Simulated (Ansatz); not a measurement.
Geometry optimisation, RKS PBE0/def2-SVPD (Ansatz 0.2.0).

The input (input.yaml):

```yaml
crystal:
  periodic: [false, false, false]
  atoms:
    - { symbol: C, position_ang: [-0.8534, 0.9357, 0.0312] }
    - { symbol: C, position_ang: [-0.0196, 0.029, 0.0359] }
    - { symbol: C, position_ang: [0.8326, -0.9136, 0.0355] }
    - { symbol: F, position_ang: [1.0635, -1.7764, -0.9707] }
    - { symbol: H, position_ang: [0.21411, 0.916, 0.62472] }
    - { symbol: H, position_ang: [-0.6728, 1.959, -0.4247] }
    - { symbol: H, position_ang: [1.6035, -1.1122, 0.8416] }
basis:
  gaussian: { orbitals: def2-SVPD }
hamiltonian:
  xc: pbe0
relax:
  f_tol: 0.02
  max_steps: 50
```

Run as:

```bash
$ ansatz run input.yaml --threads 2 --pin off --max-ram 3072MiB --backend cpu --events-out ev --progress --plain --runs-dir out
```

Task: Where does it end, and by what steps?

Result: The forces met the threshold. After 16 steps the energy has fallen by 4.108 eV; H5 moved furthest, 1.47 Å. Parted: C2–H5.

| step | energy less start (eV) | largest force component (eV/Å) | accepted |
| --- | --- | --- | --- |
| 0 | 0.0000 | 6.096 | yes |
| 1 | -0.7658 | 1.852 | yes |
| 2 | -0.9572 | 0.919 | yes |
| 3 | -1.0119 | 1.352 | yes |
| 4 | -1.1151 | 0.697 | yes |
| 5 | -1.2303 | 1.149 | yes |
| 6 | -1.5147 | 1.862 | yes |
| 7 | -2.1366 | 2.210 | yes |
| 8 | -2.9228 | 2.343 | yes |
| 9 | -3.6875 | 1.038 | yes |
| 10 | -3.9785 | 0.751 | yes |
| 11 | -3.9649 | 1.059 | no |
| 12 | -4.0655 | 0.307 | yes |
| 13 | -4.1027 | 0.131 | yes |
| 14 | -4.1055 | 0.128 | yes |
| 15 | -4.1082 | 0.074 | yes |
| 16 | -4.1084 | 0.004 | yes |

```xyz
7
Properties=species:S:1:pos:R:3
C -0.494 1.059 0.196
C 0.298 0.033 0.033
C 1.122 -0.973 -0.106
F 0.794 -2.085 -0.787
H -1.176 1.123 1.050
H -0.507 1.887 -0.520
H 2.132 -1.007 0.308
```

Time of the run: 28 s on 2 threads of Arm Neoverse V1 (shared host), peak memory 0.17 GiB.
